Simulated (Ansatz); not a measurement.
## Molybdenum, bcc: convergence with Gaussian smearing

Computed with Ansatz, LDA, scalar-relativistic PAW, on the relaxed cell (a = 3.113 Å; spin not included). Errors count from a run at 420 eV on a Γ-centred 23×23×23 mesh with Fermi-Dirac smearing of 0.1 eV, extrapolated to zero width. Fixed here: cutoff 420 eV, mesh 14×14×14. The SCF starts from atomic densities corrected by a trained network.

```json
{"width (eV)": "0.01", "E(σ→0) error (meV/atom)": "18.9", "F error (meV/atom)": "18.8", "P (GPa)": "0.09", "SCF iterations": "6"}
{"width (eV)": "0.03", "E(σ→0) error (meV/atom)": "18.8", "F error (meV/atom)": "18.5", "P (GPa)": "0.13", "SCF iterations": "6"}
{"width (eV)": "0.1", "E(σ→0) error (meV/atom)": "18.7", "F error (meV/atom)": "15.4", "P (GPa)": "0.17", "SCF iterations": "6"}
{"width (eV)": "0.2", "E(σ→0) error (meV/atom)": "17.0", "F error (meV/atom)": "6.7", "P (GPa)": "0.08", "SCF iterations": "6"}
{"width (eV)": "0.3", "E(σ→0) error (meV/atom)": "14.2", "F error (meV/atom)": "-4.9", "P (GPa)": "-0.01", "SCF iterations": "6"}
{"width (eV)": "0.6", "E(σ→0) error (meV/atom)": "8.1", "F error (meV/atom)": "-54.7", "P (GPa)": "0.02", "SCF iterations": "6"}
{"width (eV)": "1.0", "E(σ→0) error (meV/atom)": "16.7", "F error (meV/atom)": "-168.2", "P (GPa)": "1.08", "SCF iterations": "6"}
```
